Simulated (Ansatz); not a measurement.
# BSiH₆ (doublet): wave-function methods side by side at distance B1–H4 along a hydrogen transfer = 1.529 Å, cc-pVDZ

Aim: climb from Hartree-Fock through coupled cluster and multireference methods for BSiH₆ (doublet) at one geometry and basis, and see what each rung misses.

The runs use Ansatz 0.2.0, Gaussian basis; cc-pVDZ, core rule «outside noble gas», up to 6 orbitals frozen.

Plan: UHF; CCSD(T) on ROHF; CCSD(T) on UHF; BCCD(T) on ROHF; CISD; CCSDT(Q) on ROHF; CCSDT(Q) on UHF; CASSCF and MRCISD+Q, 3 electrons in 3 orbitals; CASSCF and NEVPT2, 3 electrons in 3 orbitals; CASSCF and MRCISD+Q, 9 electrons in 9 orbitals; CASSCF and NEVPT2, 9 electrons in 9 orbitals.

**1. The geometry**

The geometry derives from fragments relaxed apart (PBE0/def2-TZVP) and kept rigid, so it is no stationary point. A hydrogen atom is moved between rigid fragments.

8 atoms, charge 0, spin multiplicity 2.

Atoms are counted from 1 here; the program's logs count them from 0.

Bond lengths: B1–H2 1.193 Å, B1–H3 1.193 Å, Si5–H6 1.486 Å, Si5–H7 1.486 Å, Si5–H8 1.486 Å. Angles: H2–B1–H3 120.0°, H6–Si5–H7 111.3°, H6–Si5–H8 111.3°, H7–Si5–H8 111.3°.

As a file:

```xyz
8
BH6Si
B    -2.40228    0.00000    0.00000
H    -2.99901    1.03357    0.00000
H    -2.99901   -1.03357    0.00000
H    -0.87328    0.00000    0.00000
Si    1.01372    0.00000    0.00000
H     1.46369   -1.41625    0.00000
H     1.46370    0.70813   -1.22651
H     1.46370    0.70813    1.22651
```

**2. UHF**

The input, in.yaml:

```yaml
crystal:
  periodic: [false, false, false]
  atoms:
    - {symbol: B, position_ang: [-2.402277, 0.000000, 0.000001]}
    - {symbol: H, position_ang: [-2.999010, 1.033572, 0.000000]}
    - {symbol: H, position_ang: [-2.999011, -1.033571, 0.000001]}
    - {symbol: H, position_ang: [-0.873277, 0.000000, 0.000000]}
    - {symbol: Si, position_ang: [1.013723, 0.000000, 0.000000]}
    - {symbol: H, position_ang: [1.463695, -1.416253, 0.000000]}
    - {symbol: H, position_ang: [1.463697, 0.708126, -1.226512]}
    - {symbol: H, position_ang: [1.463698, 0.708127, 1.226511]}
basis:
  gaussian: {orbitals: cc-pVDZ}
magnetization: {spin_polarized: true, initial_magnetization: 1}
hamiltonian: {xc: hf}
output: {orbitals: {seedname: orbitals}}
```

Launch:

```console
> ansatz run in.yaml --threads 1 --pin off --events-out ev --progress --plain --max-ram 3968MiB --backend cpu
```

Further steps of the session: CCSD(T) on ROHF; CCSD(T) on UHF; BCCD(T) on ROHF; CISD; CCSDT(Q) on ROHF; CCSDT(Q) on UHF; CASSCF and MRCISD+Q, 3 electrons in 3 orbitals; CASSCF and NEVPT2, 3 electrons in 3 orbitals; CASSCF and MRCISD+Q, 9 electrons in 9 orbitals; CASSCF and NEVPT2, 9 electrons in 9 orbitals.

**Question.** What will the summary of the whole plan be? Wanted: UCCSDT(Q) below the RHF energy; RMP2 from UCCSDT(Q); UMP2 from UCCSDT(Q); RCCSD from UCCSDT(Q); RCCSD(T) from UCCSDT(Q); UCCSD(T) from UCCSDT(Q); RCCSDT(Q) from UCCSDT(Q); NEVPT2 pair from UCCSDT(Q); MRCISD+Q pair from UCCSDT(Q).

As calculated:

```
                         quantity                                                   value
   UCCSDT(Q) below the RHF energy                                              -7.1098 eV
              RMP2 from UCCSDT(Q)                                             +1561.1 meV
              UMP2 from UCCSDT(Q)                                             +1598.2 meV
             RCCSD from UCCSDT(Q)                                              +179.4 meV
          RCCSD(T) from UCCSDT(Q)                                               +37.0 meV
          UCCSD(T) from UCCSDT(Q)                                               +38.4 meV
         RCCSDT(Q) from UCCSDT(Q)                                                +0.2 meV
       NEVPT2 pair from UCCSDT(Q)                                             +1536.5 meV
     MRCISD+Q pair from UCCSDT(Q)                                               +55.8 meV
   NEVPT2 frontier from UCCSDT(Q)                                             +1446.8 meV
levels within 1 kcal/mol (43 meV)  RCCSD(T), UCCSD(T), BCCD(T), RCCSDT, UCCSDT, RCCSDT(Q)
                    T1 diagnostic                                                   0.018
```

In words: RCCSD(T) lands +37.0 meV from the yardstick (0.5 % of the correlation energy). Of the multireference levels listed MRCISD+Q pair comes nearest in total energy (+55.8 meV), which doesn't show that its space is the better one. These misses are within one basis, not against nature; the frozen cores of restricted and unrestricted runs differ, which can shift their rows.
